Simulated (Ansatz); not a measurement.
Process, species as SMILES: O (H2O) + H+ → [OH3+]
B3LYP-D3(BJ)/def2-TZVP geometries, fixed; electronic energies without zero-point terms; positive where energy is released.
Largest species:
```xyz
4

O      0.0646     0.0016     0.0270
H      0.0018     0.8028    -0.5358
H      0.0191    -0.8364    -0.4814
H     -0.5378     0.0209     0.8012
```
Charge +1, spin multiplicity 1.

Basis-set convergence of the proton affinity at MP2 with Ansatz (a first-principles code). Cartesian d functions, on some or all atoms, in 6-31G*, 6-31+G*; all else is spherical. Cores are frozen. No added dispersion term, no relativity. Functions are those of the species that has most. Reference: Hartree-Fock in aug-cc-pVQZ plus the correlation part extrapolated as X^-3 from aug-cc-pVTZ and aug-cc-pVQZ, 170.03 kcal/mol, itself unsure by roughly 0.10 kcal/mol (a third of the extrapolation step and of the last Hartree-Fock step). Deviations are taken from unrounded values.

```tsv
basis	functions	proton affinity (kcal/mol)
6-31G*	21	174.42
6-31+G*	25	167.97
cc-pVDZ	29	179.48
aug-cc-pVDZ	50	168.77
def2-SVP	29	180.05
def2-SVPD	47	169.93
pcseg-1	29	172.41
aug-pcseg-1	50	167.41
6-311G**	36	178.60
6-311+G**	40	172.58
def2-TZVP	49	171.98
def2-TZVPD	67	169.50
cc-pVTZ	72	174.07
aug-cc-pVTZ	115	170.08
pcseg-2	72	171.66
aug-pcseg-2	115	170.50
def2-TZVPP	73	172.39
def2-TZVPPD	91	170.58
cc-pVQZ	145	171.78
aug-cc-pVQZ	218	170.14
def2-QZVPP	147	171.02
def2-QZVPPD	165	170.55
pcseg-3	159	170.82
aug-pcseg-3	232	170.75
```

What the diffuse functions change, pair by pair:
- 6-31G* to 6-31+G*: 4 more functions, deviation 4.40 to -2.06 kcal/mol
- cc-pVDZ to aug-cc-pVDZ: 21 more functions, deviation 9.45 to -1.26 kcal/mol
- def2-SVP to def2-SVPD: 18 more functions, deviation 10.02 to -0.10 kcal/mol
- pcseg-1 to aug-pcseg-1: 21 more functions, deviation 2.39 to -2.62 kcal/mol
- 6-311G** to 6-311+G**: 4 more functions, deviation 8.57 to 2.55 kcal/mol
- def2-TZVP to def2-TZVPD: 18 more functions, deviation 1.95 to -0.53 kcal/mol
- cc-pVTZ to aug-cc-pVTZ: 43 more functions, deviation 4.04 to 0.05 kcal/mol
- pcseg-2 to aug-pcseg-2: 43 more functions, deviation 1.63 to 0.47 kcal/mol
- def2-TZVPP to def2-TZVPPD: 18 more functions, deviation 2.36 to 0.55 kcal/mol
- cc-pVQZ to aug-cc-pVQZ: 73 more functions, deviation 1.75 to 0.11 kcal/mol
- def2-QZVPP to def2-QZVPPD: 18 more functions, deviation 0.99 to 0.52 kcal/mol
- pcseg-3 to aug-pcseg-3: 73 more functions, deviation 0.80 to 0.73 kcal/mol

Leaving out the reference's own pair, they bring the value nearer the reference by more than 0.10 kcal/mol in 9 of 11 pairs.
